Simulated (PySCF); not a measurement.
**Bond curve of BF**

Set-up: B def2-SVPD, F def2-SVPD; no relativity (PySCF 2.14). Energies in eV from B + F in their ground configurations at the same level. State: ¹Σ⁺ (singlet), closed shell.

All columns are B97-3. A positive dipole means B(−)F(+).

```json
{"R (Å)": "1.092", "E (eV)": "-6.516", "μ (D)": "1.81", "Mulliken charge on B (basis-dependent)": "-0.31", "HOMO (eV)": "-7.60", "LUMO (eV)": "-0.01", "Mayer bond order": "1.50", "⟨S²⟩": "0.00"}
{"R (Å)": "1.143", "E (eV)": "-7.183", "μ (D)": "1.59", "Mulliken charge on B (basis-dependent)": "-0.17", "HOMO (eV)": "-7.73", "LUMO (eV)": "-0.31", "Mayer bond order": "1.45", "⟨S²⟩": "0.00"}
{"R (Å)": "1.194", "E (eV)": "-7.548", "μ (D)": "1.35", "Mulliken charge on B (basis-dependent)": "-0.05", "HOMO (eV)": "-7.88", "LUMO (eV)": "-0.60", "Mayer bond order": "1.39", "⟨S²⟩": "0.00"}
{"R (Å)": "1.232", "E (eV)": "-7.678", "μ (D)": "1.17", "Mulliken charge on B (basis-dependent)": "0.03", "HOMO (eV)": "-7.99", "LUMO (eV)": "-0.80", "Mayer bond order": "1.34", "⟨S²⟩": "0.00"}
{"R (Å)": "1.270", "E (eV)": "-7.716", "μ (D)": "0.98", "Mulliken charge on B (basis-dependent)": "0.10", "HOMO (eV)": "-8.11", "LUMO (eV)": "-1.00", "Mayer bond order": "1.28", "⟨S²⟩": "0.00"}
{"R (Å)": "1.308", "E (eV)": "-7.682", "μ (D)": "0.77", "Mulliken charge on B (basis-dependent)": "0.16", "HOMO (eV)": "-8.23", "LUMO (eV)": "-1.18", "Mayer bond order": "1.22", "⟨S²⟩": "0.00"}
{"R (Å)": "1.359", "E (eV)": "-7.557", "μ (D)": "0.49", "Mulliken charge on B (basis-dependent)": "0.24", "HOMO (eV)": "-8.39", "LUMO (eV)": "-1.42", "Mayer bond order": "1.15", "⟨S²⟩": "0.00"}
{"R (Å)": "1.422", "E (eV)": "-7.310", "μ (D)": "0.13", "Mulliken charge on B (basis-dependent)": "0.31", "HOMO (eV)": "-8.60", "LUMO (eV)": "-1.70", "Mayer bond order": "1.06", "⟨S²⟩": "0.00"}
{"R (Å)": "1.499", "E (eV)": "-6.936", "μ (D)": "-0.34", "Mulliken charge on B (basis-dependent)": "0.38", "HOMO (eV)": "-8.85", "LUMO (eV)": "-2.00", "Mayer bond order": "0.96", "⟨S²⟩": "0.00"}
{"R (Å)": "1.600", "E (eV)": "-6.375", "μ (D)": "-0.98", "Mulliken charge on B (basis-dependent)": "0.45", "HOMO (eV)": "-9.17", "LUMO (eV)": "-2.37", "Mayer bond order": "0.87", "⟨S²⟩": "0.00"}
```

A fit through these points gives, at Re = 1.269 Å, μ = 0.98 D and dμ/dR = -5.18 D/Å; the reduced mass is 6.97 u.

**Question.** How strong is the fundamental in the double-harmonic approximation, I = 42.26·(dμ/dR)²/μred km/mol?

**Answer.** I = 42.26·(-5.18)²/6.97 = 163 km/mol at B97-3.
